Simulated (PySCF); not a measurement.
**SMILES C1(=CC#C)C=C1, C6H4**

Molfile (atoms numbered from 1):
```
C6H4
     RDKit          3D

 10 10  0  0  0  0  0  0  0  0999 V2000
    2.6821    0.4029    0.3810 C   0  0  0  0  0  0  0  0  0  0  0  0
    1.6776   -0.1387    0.0068 C   0  0  0  0  0  0  0  0  0  0  0  0
    0.5133   -0.7958   -0.4470 C   0  0  0  0  0  0  0  0  0  0  0  0
   -0.6830   -0.2392   -0.3895 C   0  0  0  0  0  0  0  0  0  0  0  0
   -1.5812    0.8486   -0.0622 C   0  0  0  0  0  0  0  0  0  0  0  0
   -2.1140   -0.2357   -0.6062 C   0  0  0  0  0  0  0  0  0  0  0  0
    3.5557    0.8788    0.7121 H   0  0  0  0  0  0  0  0  0  0  0  0
    0.6426   -1.7923   -0.8492 H   0  0  0  0  0  0  0  0  0  0  0  0
   -1.7085    1.8252    0.3379 H   0  0  0  0  0  0  0  0  0  0  0  0
   -2.9758   -0.7492   -0.9590 H   0  0  0  0  0  0  0  0  0  0  0  0
  1  2  3  0
  2  3  1  0
  3  4  2  3
  4  5  1  0
  5  6  2  0
  6  4  1  0
  1  7  1  0
  3  8  1  0
  5  9  1  0
  6 10  1  0
M  END
```

Computed, not measured: quadratic response wB97X-D/def2-SVPD first hyperpolarisability, Taylor convention, IEF-PCM toluene (non-equilibrium response, no local-field factor) (PySCF 2.14.0). Geometry: GFN2-xTB.

(1) Give the tensor of the second harmonic β(−2ω;ω,ω) at 1064 nm in the axes of these coordinates.

Results:

(1) In au, Taylor convention; rows are the first index (the induced dipole):
|  | xx | yy | zz | xy | xz | yz |
| --- | --- | --- | --- | --- | --- | --- |
| x | -345.0 | -4.8 | -56.5 | -62.7 | -63.1 | +11.9 |
| y | -45.7 | -57.2 | -5.1 | +6.1 | +17.0 | -21.4 |
| z | -56.5 | -22.9 | -27.1 | +14.5 | -49.5 | -6.1 |

Norm of βᵢ = ⅓ Σⱼ (βᵢⱼⱼ + βⱼᵢⱼ + βⱼⱼᵢ): 426.6 au, hyper-Rayleigh value 169.8 au.
